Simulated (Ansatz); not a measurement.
Predict the output of the script below (the Python package of Ansatz (0.2.0)).

`pa_h3n.py`
```python
'''Adding a proton to H3N.'''

import ansatz as az
import numpy as np

GEOMETRY = '''
N    -0.06816    0.24283    0.10806
H     0.49193   -0.30047    0.75338
H    -0.89196   -0.30062   -0.11835
H     0.46819    0.35825   -0.74309
'''

molecule = az.Crystal.molecule()
for line in GEOMETRY.strip().splitlines():
    symbol, *xyz = line.split()
    molecule = molecule.atom(symbol, [float(v) for v in xyz])

base = (
    molecule.calculation()
    .basis(gaussian='cc-pVDZ')
    .functional('r2scan')
    .scf(lower_state_search='off')
)
symbols = [site.symbol for site in molecule.cartesian_sites]
start = np.array([site.position_ang for site in molecule.cartesian_sites], dtype=float)
rep = base.relax(force_tolerance=0.01).run().report
end = np.array(rep['positions_ang'])

# start the new hydrogen opposite the existing bonds
away = sum((end[0] - end[j]) / np.linalg.norm(end[0] - end[j]) for j in [1, 2, 3]) + np.array([0.15, 0.1, -0.2])
proton = end[0] + 1.0 * away / np.linalg.norm(away)
acid = az.Crystal.molecule()
for symbol, place in zip(symbols, end):
    acid = acid.atom(symbol, place.tolist())
acid = acid.atom('H', proton.tolist())
protonated = (
    acid.calculation()
    .basis(gaussian='cc-pVDZ')
    .functional('r2scan')
    .scf(lower_state_search='off')
    .charge(1)
    .relax(force_tolerance=0.01, max_steps=80)
)
after = protonated.run().report
xyz = np.array(after['positions_ang'])
reach = np.linalg.norm(xyz[:-1] - xyz[-1], axis=1)
print(f'base {rep["free_energy_ev"]:.5f} eV, protonated {after["free_energy_ev"]:.5f} eV')
print(f'the proton ends {reach.min():.3f} A from {symbols[reach.argmin()]}{reach.argmin()}')
print(f'electronic proton affinity {96.485332 * (rep["free_energy_ev"] - after["free_energy_ev"]):.1f} kJ/mol')
```

```console
$ python pa_h3n.py
base -1537.95571 eV, protonated -1547.37199 eV
the proton ends 1.029 A from N0
electronic proton affinity 908.5 kJ/mol
```

Notes:
- The settings weren't tested for convergence.
- The proton is put on one chosen atom, which needn't be the most basic site, so the molecule's proton affinity can be higher; the ends are stationary points, not checked by frequencies, and zero-point and thermal terms count only where printed.
- Finished in 5.1 s on 1 thread of Arm Neoverse V1, with other jobs on the host, peak memory 0.16 GiB.

(Lines on the test bed's own set-up are left out of the output.)
